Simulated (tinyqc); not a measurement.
Worked calculation: CCSD on RHF in the sto-6g basis, frozen core, for CH3-, spin multiplicity 1. The basis has no diffuse functions, so it cannot describe the extra electron: this is an exercise in the method, not the real anion. One step of it, computed by the program tinyqc.

Problem. Iteration 7 (converged): orbitals. Diagonalise F' = X^T F X, C = X C', fill 5 alpha and 5 beta electrons from the bottom; D = 2 C_occ C_occ^T. Each column has its largest component positive (the first on a tie).

converged F (hartree):
```
             1C 1s      1C 2s     1C 2px     1C 2py    1C 2pz      2H 1s      3H 1s      4H 1s
1C 1s   -10.527180  -2.722503  -0.000001   0.000000  0.006565  -0.708033  -0.708101  -0.708101
1C 2s    -2.722503  -0.921870  -0.000041   0.000000  0.015825  -0.490588  -0.490637  -0.490637
1C 2px   -0.000001  -0.000041   0.262128   0.000000  0.000009  -0.229248   0.114550   0.114550
1C 2py    0.000000   0.000000   0.000000   0.261884  0.000000   0.000000  -0.198584   0.198584
1C 2pz    0.006565   0.015825   0.000009   0.000000  0.220523   0.024481   0.024487   0.024487
2H 1s    -0.708033  -0.490588  -0.229248   0.000000  0.024481  -0.098705  -0.158796  -0.158796
3H 1s    -0.708101  -0.490637   0.114550  -0.198584  0.024487  -0.158796  -0.098776  -0.158680
4H 1s    -0.708101  -0.490637   0.114550   0.198584  0.024487  -0.158796  -0.158680  -0.098776
```

X:
```
                1          2          3          4          5          6          7          8
1C 1s   -0.313187   0.000000   0.000163   0.917026   0.342750  -0.000129   0.000000   0.157005
1C 2s    1.478460   0.000000  -0.000639  -0.043209   0.053094  -0.000219   0.000000   0.447100
1C 2px   0.000766   0.000000   1.103538   0.000063   0.000026   0.611766   0.000000   0.000167
1C 2py   0.000000   1.104028   0.000000   0.000000   0.000000   0.000000   0.611602   0.000000
1C 2pz  -0.096576   0.000000   0.000042  -0.363802   0.929341   0.000012   0.000000  -0.028856
2H 1s   -0.692471   0.000000  -1.019083  -0.152099  -0.057093   0.441495   0.000000   0.296133
3H 1s   -0.691837  -0.882904   0.509896  -0.152221  -0.057141  -0.220817   0.382389   0.296003
4H 1s   -0.691837   0.882904   0.509896  -0.152221  -0.057141  -0.220817  -0.382389   0.296003
```

Give: F' = X^T F X; orbital energies; coefficients C; D after iteration 7.

Solution.

F' = X^T F X (hartree):
```
        1       2        3        4        5        6        7        8
1  0.9744  0.0000   0.0003   0.7758   0.2711   0.0000   0.0000   0.1509
2  0.0000  1.1869   0.0000   0.0000   0.0000   0.0000   0.1832   0.0000
3  0.0003  0.0000   1.1863  -0.0005  -0.0002   0.1833   0.0000  -0.0001
4  0.7758  0.0000  -0.0005  -8.0606  -3.2590   0.0018   0.0000  -2.9547
5  0.2711  0.0000  -0.0002  -3.2590  -1.0620   0.0007   0.0000  -1.1673
6  0.0000  0.0000   0.1833   0.0018   0.0007  -0.0701   0.0000   0.0008
7  0.0000  0.1832   0.0000   0.0000   0.0000   0.0000  -0.0703   0.0000
8  0.1509  0.0000  -0.0001  -2.9547  -1.1673   0.0008   0.0000  -1.5241
```

orbital energies (hartree): MO1 -10.5303, MO2 -0.4082, MO3 -0.0964, MO4 -0.0962, MO5 0.2195, MO6 1.0468, MO7 1.2125, MO8 1.2130

coefficients C:
```
            MO1      MO2      MO3      MO4      MO5      MO6      MO7      MO8
1C 1s    0.9950  -0.2003   0.0000   0.0000  -0.0231  -0.2246  -0.0002   0.0000
1C 2s    0.0236   0.5631   0.0000  -0.0001   0.1136   1.4352   0.0016   0.0000
1C 2px   0.0000   0.0000   0.0000   0.4495   0.0000  -0.0010   1.1790   0.0000
1C 2py   0.0000   0.0000   0.4495   0.0000   0.0000   0.0000   0.0000   1.1794
1C 2pz  -0.0011  -0.0256   0.0000   0.0000   0.9941  -0.1317  -0.0001   0.0000
2H 1s   -0.0048   0.2684   0.0000   0.5813  -0.0277  -0.7202  -0.9475   0.0000
3H 1s   -0.0048   0.2684   0.5033  -0.2906  -0.0277  -0.7218   0.4725  -0.8200
4H 1s   -0.0048   0.2684  -0.5033  -0.2906  -0.0277  -0.7218   0.4725   0.8200
```

D after iteration 7:
```
          1C 1s    1C 2s   1C 2px   1C 2py   1C 2pz    2H 1s    3H 1s    4H 1s
1C 1s    2.0614  -0.1838   0.0000   0.0000  -0.0379  -0.1157  -0.1158  -0.1158
1C 2s   -0.1838   0.6611  -0.0001   0.0000   0.1969   0.2956   0.2958   0.2958
1C 2px   0.0000  -0.0001   0.4041   0.0000   0.0000   0.5226  -0.2613  -0.2613
1C 2py   0.0000   0.0000   0.0000   0.4040   0.0000   0.0000   0.4524  -0.4524
1C 2pz  -0.0379   0.1969   0.0000   0.0000   1.9777  -0.0689  -0.0689  -0.0689
2H 1s   -0.1157   0.2956   0.5226   0.0000  -0.0689   0.8214  -0.1922  -0.1922
3H 1s   -0.1158   0.2958  -0.2613   0.4524  -0.0689  -0.1922   0.8212  -0.1920
4H 1s   -0.1158   0.2958  -0.2613  -0.4524  -0.0689  -0.1922  -0.1920   0.8212
```
